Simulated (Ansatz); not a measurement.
C4H8O, SMILES `CC1CCO1`. Total charge 0; spin multiplicity 1.

```xyz
13

C     1.1830   -0.4216   -1.1680
C    -0.1092    0.0963   -0.6042
C    -0.6767   -0.5525    0.6647
C    -0.6831    0.8745    1.2118
O     0.0438    1.3585    0.0752
H     1.9318   -0.5252   -0.3793
H     1.0278   -1.3978   -1.6360
H     1.5721    0.2622   -1.9260
H    -0.8605    0.1901   -1.4006
H    -1.6393   -1.0540    0.5752
H     0.0350   -1.2131    1.1617
H    -0.1464    1.0530    2.1476
H    -1.6783    1.3297    1.2778
```

Problem. Give the diagnostics of a CCSD(T)/def2-TZVPP run (frozen core, Ansatz). (Estimate.)

Solution. Computed: T1 = 0.0102, largest single amplitude 0.010, largest double 0.017, (T) share of the correlation energy 3.9 %, 9 CCSD cycles. The RHF solution is stable towards an unrestricted one. T1 lies under the customary mark of 0.02 for closed shells.
